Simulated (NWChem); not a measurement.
System: C3H8O; SMILES CCOC

```xyz
12

C      0.4799     1.5620     0.1351
C     -0.6191     0.5845    -0.2835
O     -0.5451    -0.6744     0.3675
C      0.4811    -1.5152    -0.1130
H      0.3149     2.5392    -0.3341
H      0.4760     1.6957     1.2221
H      1.4749     1.2146    -0.1637
H     -1.5998     0.9910    -0.0127
H     -0.6096     0.4451    -1.3783
H      1.4881    -1.1236     0.0972
H      0.3949    -1.6798    -1.2001
H      0.3706    -2.4757     0.3980
```
Atoms are numbered in this order, from 1.

The geometry was optimised at B3LYP/6-31G* (spherical d).

List the 4 lowest vertical singlet excitations from CAM-B3LYP/def2-SVPD, TDA (NWChem).


```csv
state,energy (eV),oscillator strength,leading excitation (squared amplitude)
S1,7.21,0.013,HOMO → LUMO (0.89)
S2,7.98,0.005,HOMO → LUMO+2 (0.53)
S3,8.20,0.048,HOMO → LUMO+1 (0.65)
S4,8.41,0.053,HOMO → LUMO+3 (0.77)
```
